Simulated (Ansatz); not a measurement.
Compare A (`N=C1CO1`) with its isomer B (`C1=NCO1`).

Program: Ansatz. Geometries: PBE0-D4/def2-TZVP. ΔE: electronic, gas phase. CCSD(T)/CBS adds triple-zeta CCSD(T) − MP2 to the extrapolated MP2 energy (def2 sets, frozen cores). DFT in def2-TZVPP. B3LYP here is the variant with VWN-RPA as its local correlation; programs differ in this. One conformer a species, not always the lowest.

A:

Z-matrix (Å, degrees):
```
C
C 1 1.439
O 1 1.480 2 54.1
H 1 1.086 2 120.5 3 99.2
H 1 1.086 2 120.4 3 -99.2
N 2 1.245 1 159.7 3 180.0
H 6 1.016 2 110.7 1 -0.0
```

B:

```xyz
7

C     0.051   -1.031    0.090
N    -1.014   -0.327    0.127
C    -0.097    0.793   -0.063
O     1.045   -0.128   -0.088
H     0.237   -2.098    0.170
H    -0.026    1.478    0.781
H    -0.197    1.313   -1.016
```

(1) Which isomer does CCSD(T)/CBS put lower? Give the gap. (Best estimate.)

(2) Give E(B) − E(A) in kJ/mol with LDA (SPW92), B3LYP-D4, CCSD(T)/def2-TZVPP, HF/def2-TZVPP, B2PLYP, CCSD/def2-TZVPP, B3LYP. (Estimate.)

(3) Does the order hold for the free energy at 298.15 K (harmonic terms from PBE0-D4)? (Estimate.)

Largest T1 diagnostic: 0.015.

Results:

(1) Ansatz gave: B, by 19.7 kJ/mol.

(2) The calculation gave: LDA (SPW92) -12.3, B3LYP-D4 -6.8, CCSD(T)/def2-TZVPP -20.1, HF/def2-TZVPP -20.3, B2PLYP -11.6, CCSD/def2-TZVPP -20.3, B3LYP -6.3. None reverses the order clearly.

(3) The calculation gave: Yes: G(B) − G(A) = -16.4 kJ/mol, for one conformer each.

From BLYP to BHLYP (50 % exact exchange), in def2-TZVPP and without D4, E(B) − E(A) moves by −13.6 kJ/mol. Leaving LDA and LC-ωPBE aside and taking each functional with its dispersion term where it has one, the values, not all of them listed here, spread over 16.6 kJ/mol, from PBE-QIDH to BLYP-D4. LDA lies −8.1 kJ/mol from PBE without D4.
